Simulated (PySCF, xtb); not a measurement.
NO, SMILES O=[N] (connectivity only; charge and spin as stated), charge +1, multiplicity 1.

GFN2-xTB in xtb at its own geometry gives an orbital gap of 4.85 eV.

Coordinates come from a PBE-D3(BJ)/def2-TZVPD optimisation.

**Question.** What does PySCF with PBE/def2-TZVPD give? (An estimate is asked for; the answer gives what the named calculation found.)

**Answer.** gap 8.48 eV (levels -23.10 and -14.62 eV).
